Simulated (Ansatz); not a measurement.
Geometry optimisation, Ansatz, RKS B3LYP/def2-SVP.

Input file:

```yaml
crystal:
  periodic: [false, false, false]
  atoms:
    - { symbol: Si, position_ang: [0.282909, -0.005066, -0.078764] }
    - { symbol: H, position_ang: [0.40555, 0.041997, 1.383533] }
    - { symbol: F, position_ang: [1.775821, 0.060715, -0.729379] }
    - { symbol: H, position_ang: [-0.491495, 1.168389, -0.557142] }
    - { symbol: H, position_ang: [-0.354225, -1.28157, -0.489536] }
    - { symbol: P, position_ang: [-2.805193, 0.21333, 1.31338] }
    - { symbol: H, position_ang: [-2.805161, -0.779267, 0.285998] }
    - { symbol: H, position_ang: [-3.266059, -0.716712, 2.2992] }
    - { symbol: H, position_ang: [-1.443947, -0.013916, 1.662711] }
basis:
  gaussian: { orbitals: def2-SVP }
hamiltonian:
  xc: b3lyp
relax:
  f_tol: 0.03
  max_steps: 50
```

Run as:

```bash
$ ansatz run input.yaml --threads 1 --pin off --max-ram 2048MiB --backend cpu --events-out ev --progress --plain --runs-dir out
```

Problem. Where does it end, and by what steps?

Solution. The forces met the threshold. The force dipped under the threshold on the way, but the program's further checks kept it going. After 23 steps the energy has fallen by 0.221 eV; H9 moved furthest, 1.21 Å.

```csv
step,energy less start (eV),largest force component (eV/Å),accepted
0,0.0000,0.537,yes
1,-0.1421,0.217,yes
2,-0.1937,0.103,yes
3,-0.1970,0.309,yes
4,-0.2088,0.110,yes
5,-0.2110,0.044,yes
6,-0.2039,0.422,no
7,-0.2126,0.052,yes
8,-0.2134,0.145,yes
9,-0.2144,0.074,yes
10,-0.2157,0.006,yes
11,-0.2145,0.269,no
12,-0.2168,0.057,yes
13,-0.2174,0.082,yes
14,-0.2181,0.070,yes
15,-0.2191,0.051,yes
16,-0.2191,0.138,yes
17,-0.2199,0.078,yes
18,-0.2204,0.013,yes
19,-0.2209,0.017,yes
20,-0.2171,0.342,no
21,-0.2211,0.059,yes
22,-0.2213,0.035,yes
23,-0.2215,0.024,yes
```

```xyz
9
Properties=species:S:1:pos:R:3
Si 0.500 -0.104 -0.149
H 0.672 -0.006 1.324
F 1.975 -0.122 -0.840
H -0.247 1.073 -0.666
H -0.203 -1.364 -0.509
P -3.390 -0.098 1.678
H -3.083 -0.263 0.291
H -2.620 -1.239 2.068
H -2.306 0.810 1.893
```

Whether the end is a true minimum wasn't checked by a vibrational analysis.

Run time: 57 s on 1 thread of Arm Neoverse V1, with other jobs on the host, peak memory 0.17 GiB.
